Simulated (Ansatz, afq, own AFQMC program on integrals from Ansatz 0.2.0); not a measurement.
Where AFQMC and coupled cluster stand for SiGeH3, doublet

```xyz
5

Si    0.0063    0.0000    1.7815
Ge    0.0015    0.0000   -0.6387
H    -1.5105    0.0000   -0.9813
H     0.6125    1.2449   -1.3153
H     0.6125   -1.2449   -1.3153
```

Connectivity, by distances: Si–GeH3.

Basis cc-pVDZ. Only valence electrons are correlated. Ansatz 0.2.0 and our own AFQMC program on the same integrals; the CISD trial comes from CCSD amplitudes, and released means the phaseless constraint is let go. ± is one standard error of the sampling. No spin–orbit coupling.

Determinant: ROHF, the one that the program's search chose, which needn't be the lowest solution. The geometry is a point of a scan.

No full CI on the walks' own integrals is used here. The released AFQMC energy serves as the reference, which it does only where one determinant dominates, the energy is flat over the last release times and near the phaseless one (40 meV or 2 meV an electron, half that with transition metals). On small molecules, where full CI could be run and the noise was under 10 meV, such values lay within 10 meV of it in 19 cases of 20, a flattering rate, since the rule was set on those same cases; what remains of the bias isn't in the error bar.

Cautions: no relativity below Rb; no spin-orbit coupling; inner d shell frozen; higher spins were not checked; a spin-contaminated unrestricted determinant lies lower (UHF 117 meV lower, ⟨S²⟩ 0.92); the ph-AFQMC/CISD walk drifts between its halves (2.0 errors); the released value is read at 2.40 1/Eh with a noise of 12 meV, more than in the cases checked (meV from the phaseless value at times in 1/Eh: -10 ± 10 at 0.24, -12 ± 9 at 0.51, -5 ± 11 at 0.99, 2 ± 13 at 1.62, -2 ± 12 at 2.40).

* T1 diagnostic: 0.0185
* weight of the determinant in the CISD state: 0.861
* size of the correlated space: 11 electrons in 41 orbitals

Reference: AFQMC with the constraint released, correlation energy -5.801 ± 0.012 eV.

| level | E − E(reference) (kJ/mol) | share of correlation (%) |
| --- | --- | --- |
| HF | 559.7 ± 1.1 | 0.00 |
| MP2 | 130.7 ± 1.1 | 76.64 |
| CCSD | 16.9 ± 1.1 | 96.97 |
| CCSD(T) | 2.7 ± 1.1 | 99.52 |
| ph-AFQMC/HF | 10.4 ± 4.2 | 98.15 |
| ph-AFQMC/CISD | 0.1 ± 1.5 | 99.97 |

A walk keeps the symmetry of its determinant, which the program's search chose and which needn't be the lowest solution, so a lower state of the same spin and another symmetry isn't excluded. Released energies are given only where the last usable release times agree within the noise; a slower fall can still hide under it.
